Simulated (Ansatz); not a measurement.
`C=C=C(C)O` + HCl → `C=C=C(C)Cl` + H₂O at 400 K and 1 bar (substitution at a C–O bond).

Isolated molecules relaxed with PBE0-D4/def2-TZVP in Ansatz; ΔE leaves out vibrations. CCSD(T)/CBS adds triple-zeta CCSD(T) − MP2 to the extrapolated MP2 energy (def2 sets, frozen cores). This one scheme is used for every species. One conformer a species, not always the lowest.

```tsv
species	CCSD(T)/CBS energy (Eh)	H − E (kJ/mol)	S (J/(mol·K))
`C=C=C(C)O`	-230.92705	263.5	344.5
HCl	-460.38127	29.6	195.4
`C=C=C(C)Cl`	-614.93332	226.2	349.7
H₂O	-76.37941	69.8	198.6
```

H − E and S are ideal-gas, rigid-rotor, harmonic terms from PBE0-D4/def2-TZVP, for one conformer and one mirror image of each species. 1 Eh = 2625.50 kJ/mol, R = 8.31446 J/(mol·K).

Task: By hand: ΔE, ΔH, ΔS and ΔG.

Result: ΔE = (-614.93332) + (-76.37941) − (-230.92705) − (-460.38127) = -0.00441 Eh = -11.6 kJ/mol. Δ(H − E) = 226.2 + 69.8 − 263.5 − 29.6 = 2.9, so ΔH = -8.7 kJ/mol. ΔS = 349.7 + 198.6 − 344.5 − 195.4 = 8.4 J/(mol·K). ΔG = -8.7 − 400 × (8.4)/1000 = -12.1 kJ/mol.

Task: By hand: the equilibrium constant, and the temperature at which ΔG would vanish if ΔH and ΔS stayed fixed.

Result: log₁₀ K = −ΔG/(RT ln 10) = 1.6. ΔH and −TΔS have one sign here, so there is no such temperature.

TΔS isn't small against ΔH here. A doubt of 5 kJ/mol in ΔE shifts log₁₀ K by 0.7 here. Other conformers and mirror images would add mixing entropy, several J/(mol·K) or more a flexible species. These are equilibria of isolated gas molecules and say nothing of rates. Largest T1 diagnostic: 0.012 (customary marks: 0.02 for closed shells, 0.045 for open ones).

ΔS is within the doubt of such terms, so its sign, and with it that verdict, could turn.
